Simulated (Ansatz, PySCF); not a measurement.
Species: C2H4Cl, net charge 0, doublet state. It need not be the lowest isomer of its formula. 
Structure (B3LYP-D3(BJ)/def2-TZVP (Ansatz, a quantum-chemistry and plane-wave program) minimum search):
```xyz
7

C      0.1737     0.8729    -0.0003
C      1.5889     0.5374    -0.0162
Cl    -0.8506    -0.6988     0.0079
H     -0.1451     1.3931     0.8974
H     -0.1643     1.3962    -0.8891
H      2.1065     0.3124     0.9055
H      2.0865     0.3157    -0.9496
```
Charge 0, spin multiplicity 2.

Property: atomisation energy (electronic, to ground-state atoms); the coupled-cluster value holds the core correlation from cc-pwCVTZ, in kJ/mol. Valence correlation only, unless marked. UHF or UKS for open shells. No spin-orbit coupling. No relativistic terms. CBS marks a two-point X^-3 extrapolation of the correlation energy; Hartree-Fock from the larger set. The bracket is a focal-point correction in the basis named.

Level to compare with: RI-MP2/CBS(cc-pV(T+d)Z,cc-pV(Q+d)Z)+[CCSD(T)-MP2]/cc-pV(T+d)Z plus the core term (Ansatz), 2445.4 kJ/mol. It is a level with limits of its own, and the differences hold the functionals' basis error too.

### Question
Rank these functionals by how close they come to RI-MP2/CBS(cc-pV(T+d)Z,cc-pV(Q+d)Z)+[CCSD(T)-MP2]/cc-pV(T+d)Z, closest first: MN15/def2-TZVPD (PySCF); wB97X-V/def2-TZVPD (Ansatz); TPSS/def2-TZVPD (PySCF).

### Answer
wB97X-V/def2-TZVPD (range-separated hybrid with VV10, 2439.2 kJ/mol, difference -6.2), MN15/def2-TZVPD (hybrid meta-NGA, 2435.0 kJ/mol, difference -10.4), TPSS/def2-TZVPD (meta-GGA, 2470.9 kJ/mol, difference 25.5)
